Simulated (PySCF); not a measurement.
A structure optimised at PBE-D3(BJ)/def2-SVP, used in a PySCF frequency run:

```xyz
8

C      0.1046    -1.3988     0.0000
C     -0.1244     0.0931     0.0000
O      1.0531     0.7756     0.0000
O     -1.2038     0.6515     0.0000
H     -0.8660    -1.9229     0.0000
H      0.6960    -1.6921     0.8901
H      0.6960    -1.6921    -0.8901
H      0.7986     1.7242     0.0000
```
Charge 0, spin multiplicity 1.

### Question
Write its SMILES, formula and point group.

### Answer
CC(=O)O, C₂H₄O₂, Cs

### Question
What are its rotational constants (standard atomic weights)?

### Answer
11.195, 9.3681, 5.2700 GHz
